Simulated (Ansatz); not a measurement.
Relative stability

Two isomers of CH5ClSi, singlet, relaxed at PBE0-D4/def2-TZVP (vibrations not checked).

A:

C1  (-0.786, -0.089, 0.060)
Si2  (0.912, -0.841, 0.049)
Cl3  (2.254, 0.464, 0.915)
H4  (-0.797, 0.847, -0.503)
H5  (0.955, -2.100, 0.833)
H6  (-1.110, 0.119, 1.081)
H7  (1.383, -1.103, -1.333)
H8  (-1.503, -0.776, -0.397)
(Å)

B:

Si1  (-0.594, 1.177, -0.026)
C2  (0.741, 0.130, -0.169)
Cl3  (-1.034, -2.587, -1.299)
H4  (-0.493, -1.478, -0.865)
H5  (-1.062, 2.018, -1.145)
H6  (-1.408, 1.255, 1.204)
H7  (1.092, -0.473, 0.661)
H8  (1.346, 0.088, -1.068)
(Å)

Ansatz 0.2.0; basis: def2-TZVPP; cores frozen in the correlated methods. B3LYP uses VWN-RPA correlation.

Question: Which structure is lower at CCSD(T), and by how much? (To be estimated.)

Answer: By the calculation: A, by 72.53 kcal/mol (electronic energy, against the other). By their contacts, A is CH₅ClSi ([CH3][SiH2][Cl]) and B is a complex of CH₄Si ([CH2][SiH2]) + HCl.

All methods give the same order:

| method | E(B) − E(A) (kcal/mol) |
| --- | --- |
| PBE-D4 | 69.73 |
| r2SCAN-D4 | 74.35 |
| PBE0-D4 | 74.93 |
| B3LYP-D4 | 71.36 |
| wB97M-V | 75.27 |
| HF | 81.11 |
| MP2 | 74.73 |
| CCSD | 74.33 |
| CCSD(T) | 72.53 |

T1 diagnostic: at most 0.012. The restricted Hartree–Fock reference is unstable towards an unrestricted one at one or more of these structures.

Labels in which every atom is bracketed show which atoms are joined, not bond orders.
